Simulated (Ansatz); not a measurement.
# Lanthanum, dhcp under PBE: structure, energy and stiffness

The plan for lanthanum in the dhcp structure: relax it, solve it on a dense k-mesh, switch on spin-orbit coupling, then scale the cell to 7 volumes from 88 to 112 % of the relaxed one and try a fit of the equation of state. The k-meshes are 10×10×3 for the relaxation; 13×13×4 for the dense run; 10×10×3 for spin-orbit coupling; 13×13×4 for the volumes. It starts from a deposited cell (COD).

Method: DFT PBE, plane waves (420 eV) with PAW, scalar-relativistic, in Ansatz 0.2.0.

### 1 Starting point

The structure is hexagonal, space group P6_3/mmc (No. 194). The conventional cell has a = 3.770 Å, b = 3.770 Å, c = 12.159 Å, α = 90.00°, β = 90.00°, γ = 120.00°. Around La (site symmetry -3m) lie 12 La at 3.74 to 3.77 Å. Around La (site symmetry -6m2) lie 12 La at 3.74 to 3.77 Å.

Coordinates:

```
La
1.0
     3.77000    0.00000    0.00000
    -1.88500    3.26492    0.00000
     0.00000    0.00000   12.15900
La
4
Direct
  0.00000 0.00000 0.00000
  0.00000 0.00000 0.50000
  0.33333 0.66667 0.75000
  0.66667 0.33333 0.25000
```

### 2 Relaxing cell and atoms

input.yaml

```yaml
crystal:
  lattice:
    - [3.7700018307, 0.0, 0.0]
    - [-1.8850009153, 3.2649173577, 0.0]
    - [0.0, 0.0, 12.159]
  atoms:
    - { symbol: La, position: [0.0, 0.0, 0.0] }
    - { symbol: La, position: [0.0, 0.0, 0.5] }
    - { symbol: La, position: [0.3333333333, 0.6666666667, 0.75] }
    - { symbol: La, position: [0.6666666667, 0.3333333333, 0.25] }
hamiltonian:
  xc: pbe
  pseudopotentials:
    kind: paw
    azcp:
      La: "pseudopotentials/La.paw.azcp"
basis:
  ecutwfc: 420
  fft_grid_basis: typed
kpoints:
  mp_grid: { grid: [10, 10, 3], shift: [0, 0, 0] }
magnetization:
  spin_polarized: false
scf:
  occupations: { method: fermi_dirac, width: 0.1 }
relax:
  max_steps: 60
  f_tol: 0.01
  cell: {}
```

Further steps of the session: The energy on a finer k-mesh; A two-component run at the same geometry; Volume × 0.88; Volume × 0.92; Volume × 0.96; Volume × 1.0; Volume × 1.04; Volume × 1.08; Volume × 1.12.

What does the calculation give? Wanted: space group; conventional cell; volume; shortest distance; gap on the mesh; V₀, B₀, B₀′.

**Answer**, as computed:

| quantity | value |
| --- | --- |
| space group (spins left aside) | P6_3/mmc (No. 194) |
| conventional cell | a = 3.773 Å, c = 12.113 Å (c/a = 3.211) |
| volume | 37.326 Å³/atom |
| shortest distance | 3.730 Å |
| against the deposited volume | -0.2 % (37.416 Å³/atom) |
| gap on the mesh | none (levels filled in part) |
| V₀, B₀, B₀′ | 37.100 Å³/atom, 25 GPa, 2.4 |

**Reading.** Against experiment, PBE misses the volume by -0.2 %. Zero-point motion and thermal expansion are left out, so the match is not as exact as it looks. Levels at the Fermi energy are filled in part, as in a metal. The total energy of the spin-orbit run lies -5.3 eV/atom from the scalar one, but the two kinds of run don't share a zero of energy: only differences within one kind count. The fitted modulus is 25 GPa; letting shape and positions relax at each volume could only lower it.
